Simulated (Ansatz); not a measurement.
# C3H3NO: the cost of one run

Program: Ansatz 0.2.0. Level of theory: the levels named in each step. These are calculated values, not measurements.

**1. The structure to begin with**

Bond lengths: C1–C2 1.199 Å, C2–C3 1.450 Å, C3–N4 1.356 Å, C3–O5 1.209 Å, C1–H6 1.051 Å, N4–H7 1.004 Å, N4–H8 1.007 Å. Angles: C1–C2–C3 175.7°, C2–C1–H6 179.0°, C2–C3–N4 113.1°, C2–C3–O5 123.2°, N4–C3–O5 123.7°, C3–N4–H7 122.0°, C3–N4–H8 118.7°, H7–N4–H8 119.3°.

Coordinates:

```xyz
8

C     2.0256    0.7104   -0.2963
C     0.9012    0.3219   -0.1433
C    -0.4209   -0.2097    0.1226
N    -1.3863    0.3610   -0.6406
O    -0.6352   -1.0720    0.9423
H     3.0051    1.0610   -0.4441
H    -1.1799    1.0780   -1.3123
H    -2.3389    0.0590   -0.5206
```

**2. A rough first relaxation, PBE-D4/def2-SVP**

The input, input.yaml:

```yaml
crystal:
  periodic: [false, false, false]
  atoms:
    - { symbol: C, position_ang: [2.02563, 0.71038, -0.29634] }
    - { symbol: C, position_ang: [0.90122, 0.32186, -0.14326] }
    - { symbol: C, position_ang: [-0.42088, -0.20967, 0.12255] }
    - { symbol: "N", position_ang: [-1.38629, 0.36097, -0.64061] }
    - { symbol: O, position_ang: [-0.63523, -1.07198, 0.94228] }
    - { symbol: H, position_ang: [3.00505, 1.06096, -0.44411] }
    - { symbol: H, position_ang: [-1.17985, 1.07803, -1.31234] }
    - { symbol: H, position_ang: [-2.33891, 0.05902, -0.52058] }
basis:
  gaussian: { orbitals: def2-SVP }
hamiltonian:
  xc: pbe
  dispersion: d4
relax:
  f_tol: 0.03
  max_steps: 200
```

Started as:

```
ansatz run input.yaml --threads 4 --pin off --max-ram 10240MiB --backend cpu --events-out ev --progress --plain --runs-dir out
```

What time and memory should one allow on 4 threads of Arm Neoverse V2, shared host?

About 4 s, with a peak of 0.12 GiB.
